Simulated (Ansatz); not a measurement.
## Worked example: SiH$_{2}$⁺, doublet against SiH2, triplet

Geometry (PBE0/def2-TZVP stationary point of a triplet), kept for both states (SiH2, triplet: B1; SiH2⁺, doublet: A1):

```xyz
3

Si    0.0000   -0.0507    0.0000
H     0.0000    0.7069   -1.2784
H     0.0000    0.7069    1.2784
```

Basis cc-pVTZ; Ansatz 0.2.0. Correlated methods freeze the noble-gas cores. R marks a restricted (for open shells ROHF) determinant, U an unrestricted one.

Full CI isn't at hand for all of this; UCCSDT(Q) serves as the reference, and is uncertain by about the last step of the cluster series.

```csv
level,"E(SiH2, triplet) (hartree)","E(SiH2⁺, doublet) (hartree)"
UHF,-290.023665,-289.740547
UMP2,-290.113591,-289.816020
UCCSD(T),-290.138824,-289.838537
PBE,-290.434867,-290.131806
wB97M-V,-290.553214,-290.260293
UCCSDT(Q),-290.139691,-289.839169
```

Give the vertical gap, SiH2⁺ doublet less SiH2 triplet, at each level in eV (1 hartree = 27.2114 eV), and each error against UCCSDT(Q).

UCCSDT(Q): (-289.839169 − (-290.139691)) × 27.2114 = 8.178 eV (the reference)
wB97M-V: (-290.260293 − (-290.553214)) × 27.2114 = 7.971 eV, error -0.207 eV
PBE: (-290.131806 − (-290.434867)) × 27.2114 = 8.247 eV, error 0.069 eV
UCCSD(T): (-289.838537 − (-290.138824)) × 27.2114 = 8.171 eV, error -0.007 eV
UMP2: (-289.816020 − (-290.113591)) × 27.2114 = 8.097 eV, error -0.081 eV
UHF: (-289.740547 − (-290.023665)) × 27.2114 = 7.704 eV, error -0.474 eV

Total energies of functionals can't be set beside those of wave-function methods, since they hold the core's correlation and their own absolute errors; only the differences compare.

The reference still carries a basis error, for a change of charge of the order of 0.1 eV, so smaller errors of functionals can't be ranked.

Each level lands on the state that its own search finds. T1 diagnostics of restricted CCSD: 0.023 and 0.022.
